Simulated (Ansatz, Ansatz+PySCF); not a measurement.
```xyz
2

Li    0.0000    0.0000   -0.3995
H     0.0000    0.0000    1.1984
```

RHF on singlet LiH was run in several spherical basis sets with Ansatz (development build ahead of 0.2.0).

Rank the basis sets by the total energy that they give, lowest first, with the distance from the lowest.
A. 6-31G(d)
B. def2-TZVP
C. def2-SVP

B (0.00 eV), A (0.12 eV), C (0.18 eV).

Totals follow the description of the cores as much as that of the bonds, so this order isn't one of quality for chemistry.
